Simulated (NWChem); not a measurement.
All runs are NWChem calculations. System: acetic acid (C2H4O2), charge 0, spin multiplicity 1, at a geometry optimised with B3LYP/def2-SVP. Level: RHF/def2-TZVP.

NWChem printed:

```
             Northwest Computational Chemistry Package (NWChem) 7.3.0
             --------------------------------------------------------

                                NWChem Input Module
                                -------------------

 Scaling coordinates for geometry "geometry" by  1.889725989
 (inverse scale =  0.529177249)

 Turning off AUTOSYM since
 SYMMETRY directive was detected!

                             Geometry "geometry" -> ""
                             -------------------------

 Output coordinates in angstroms (scale by  1.889725989 to convert to a.u.)

  No.       Tag          Charge          X              Y              Z
 ---- ---------------- ---------- -------------- -------------- --------------
    1 C                    6.0000     1.35457100     0.35295900     0.00000000
    2 C                    6.0000    -0.07046000    -0.13871700     0.00000000
    3 O                    8.0000    -0.95048300     0.88704300     0.00000000
    4 O                    8.0000    -0.42119500    -1.29145300     0.00000000
    5 H                    1.0000     2.03952100    -0.50270000     0.00000000
    6 H                    1.0000     1.53367500     0.98176700    -0.88574500
    7 H                    1.0000     1.53367500     0.98176700     0.88574500
    8 H                    1.0000    -1.83810600     0.48899900     0.00000000

 Effective nuclear repulsion energy (a.u.)     121.0097903348

            Nuclear Dipole moment (a.u.)
            ----------------------------
        X                 Y               Z
 ---------------- ---------------- ----------------
     0.0000132281     0.0000094486     0.0000000000

      Symmetry information
      --------------------

 Group name             Cs
 Group number              2
 Group order               2
 No. of unique centers     7

      Symmetry unique atoms

     1    2    3    4    5    6    8


 Summary of "ao basis" -> "" (spherical)
 ------------------------------------------------------------------------------
       Tag                 Description            Shells   Functions and Types
 ---------------- ------------------------------  ------  ---------------------
 *                         def2-tzvp                  on all atoms

 Summary of "ao basis" -> "ao basis" (spherical)
 ------------------------------------------------------------------------------
       Tag                 Description            Shells   Functions and Types
[...]
   101      0.340867  4 O  pz               104      0.308341  4 O  pz
    70     -0.267617  3 O  pz                73     -0.244551  3 O  pz
   107      0.200060  4 O  pz                76     -0.188556  3 O  pz

 Vector   16  Occ=2.000000D+00  E=-4.559909D-01  Symmetry=a'
              MO Center= -2.2D-01, -7.3D-01, -3.4D-16, r^2= 1.9D+00
   Bfn.  Coefficient  Atom+Function         Bfn.  Coefficient  Atom+Function
  ----- ------------  ---------------      ----- ------------  ---------------
    99      0.392966  4 O  px               102      0.352297  4 O  px
   105      0.242518  4 O  px                69     -0.159502  3 O  py
    72     -0.153005  3 O  py

 Vector   17  Occ=0.000000D+00  E= 1.314712D-01  Symmetry=a'
              MO Center=  1.9D-01,  5.5D-01,  8.0D-14, r^2= 8.5D+00
   Bfn.  Coefficient  Atom+Function         Bfn.  Coefficient  Atom+Function
  ----- ------------  ---------------      ----- ------------  ---------------
     5      6.278808  1 C  s                 36     -2.868019  2 C  s
   133     -1.792480  6 H  s                139     -1.792480  7 H  s
   127     -1.464069  5 H  s                145     -1.141353  8 H  s
    43     -1.028665  2 C  px                67      0.882685  3 O  s
    98      0.721106  4 O  s                 12     -0.530144  1 C  px

 Vector   18  Occ=0.000000D+00  E= 1.637505D-01  Symmetry=a'
              MO Center= -8.3D-01,  6.0D-01,  2.0D-15, r^2= 8.0D+00
   Bfn.  Coefficient  Atom+Function         Bfn.  Coefficient  Atom+Function
  ----- ------------  ---------------      ----- ------------  ---------------
     5      3.917000  1 C  s                145      1.689874  8 H  s
   133     -1.617705  6 H  s                139     -1.617705  7 H  s
    36     -1.480106  2 C  s                127     -0.853736  5 H  s
    67     -0.516881  3 O  s                 13      0.464899  1 C  py
     4     -0.446465  1 C  s                 74      0.423140  3 O  px

 Vector   19  Occ=0.000000D+00  E= 1.668460D-01  Symmetry=a"
              MO Center=  4.3D-01,  1.2D-01, -5.2D-16, r^2= 3.6D+00
   Bfn.  Coefficient  Atom+Function         Bfn.  Coefficient  Atom+Function
  ----- ------------  ---------------      ----- ------------  ---------------
   133      1.215319  6 H  s                139     -1.215319  7 H  s
    14      0.757292  1 C  pz                45      0.449856  2 C  pz
   107     -0.403151  4 O  pz                42      0.365706  2 C  pz
    39      0.294717  2 C  pz                76     -0.234153  3 O  pz
   101     -0.224303  4 O  pz               104     -0.185315  4 O  pz

 center of mass
 --------------
 x =  -0.10188937 y =  -0.06084373 z =   0.00000000

 moments of inertia (a.u.)
 ------------------
         160.505599081203          -7.360289292029           0.000000000000
          -7.360289292029         189.662334723128           0.000000000000
           0.000000000000           0.000000000000         338.873610668088

  Mulliken analysis of the total density
  --------------------------------------

    Atom       Charge   Shell Charges
 -----------   ------   -------------------------------------------------------
    1 C    6     6.30   0.85  1.12  0.47  0.67  0.06  1.26  1.41  0.37  0.02  0.04  0.00
    2 C    6     5.51   0.86  1.12  0.52  0.50  0.04  1.13  0.91  0.12  0.07  0.22  0.03
    3 O    8     8.49   0.79  1.18  0.56  0.96  0.28  1.86  2.07  0.75  0.00  0.03  0.00
    4 O    8     8.47   0.79  1.18  0.58  0.94  0.34  1.84  1.95  0.80  0.00  0.03  0.00
    5 H    1     0.86   0.26  0.48  0.09  0.02
    6 H    1     0.87   0.26  0.48  0.10  0.02
    7 H    1     0.87   0.26  0.48  0.10  0.02
    8 H    1     0.64   0.24  0.32  0.04  0.04

       Multipole analysis of the density wrt the origin
       ------------------------------------------------

     L   x y z        total         open         nuclear
     -   - - -        -----         ----         -------
     0   0 0 0      0.000000      0.000000     32.000000

     1   1 0 0      0.225882      0.000000      0.000013
     1   0 1 0      0.734145      0.000000      0.000009
     1   0 0 1     -0.000000      0.000000      0.000000

     2   2 0 0    -13.599555      0.000000    114.017463
     2   1 1 0     -0.371424      0.000000      5.789731
     2   1 0 1      0.000000      0.000000      0.000000
     2   0 2 0    -21.943754      0.000000     81.849023
     2   0 1 1     -0.000000      0.000000      0.000000
     2   0 0 2    -17.187318      0.000000      5.603316

 Task  times  cpu:       13.7s     wall:       13.7s

 Total times  cpu:       13.8s     wall:       13.8s
```

Write an NWChem input that would produce this output.

One answer among several that fit: 
```
start mol
memory heap 200 mb stack 900 mb global 1100 mb
geometry units angstroms nocenter noautoz
  C      1.354571     0.352959     0.000000
  C     -0.070460    -0.138717     0.000000
  O     -0.950483     0.887043     0.000000
  O     -0.421195    -1.291453     0.000000
  H      2.039521    -0.502700     0.000000
  H      1.533675     0.981767    -0.885745
  H      1.533675     0.981767     0.885745
  H     -1.838106     0.488999     0.000000
  symmetry group Cs
end
basis spherical
  * library def2-tzvp
end
scf
  rhf
  nopen 0
  maxiter 100
  thresh 1e-7
  semidirect memsize 60000000 filesize 0
end
task scf energy
```
